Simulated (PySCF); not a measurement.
**Assigning NMR signals**

Atoms are numbered as in `[CH3:1][CH2:2]/[CH:3]=[CH:4]\[CH2:5][CH3:6]` (H(Xn): hydrogen on atom n).

No relativistic terms, gas phase, averaged over atoms made equivalent by symmetry, fast rotation or ring inversion, a single conformation. NMR shieldings at PBE0/pcSseg-2/GIAO; geometry: PBE0-D3(BJ)/def2-TZVP; PySCF 2.14.0 with density-fitted response routines.

References, each an isolated molecule treated in the same way: $^{13}$C (186.03 ppm), $^{1}$H (31.52 ppm) against TMS.

**Question.** Assign these signals to the numbered atoms. $^{13}$C{$^{1}$H} NMR (computed): δ 143.2, 25.3, 17.0.

**Answer.** 
143.2 → C3/C4, alkene CH: as expected for a trigonal carbon in a double bond
25.3 → C2/C5, allylic sp3 CH2: a saturated carbon with 2 carbon neighbours and no heteroatom attached
17.0 → C1/C6, methyl carbon: aliphatic region, no heteroatom directly attached

**Question.** Assign these signals to the numbered atoms. $^{1}$H NMR (400 MHz, computed): δ 5.79 (m, 2H), 2.19 (m, 4H), 0.94 (t, 6H).

**Answer.** 
```tsv
δ (ppm)	atoms	environment	reason
5.79	H(C3)/H(C4)	hydrogen on an alkene CH	attached to an sp2 carbon and in the plane of the double bond
2.19	H(C2)/H(C5)	hydrogen on an allylic sp3 CH2	allylic position
0.94	H(C1)/H(C6)	hydrogen on a methyl carbon	–
```

Shifts are as computed. Against solution values, carbons near 30 ppm lie about +3 ppm off and those near 130 ppm about +9 ppm. Of 1211 compounds with measured shifts, 218 miss one by over three times the rms of a fit or turn the order of signals round; such compounds aren't used in these exercises. Multiplicities follow the n + 1 count of equivalent neighbours, as no J values were calculated; m marks all less simple cases, F and P coupling included.
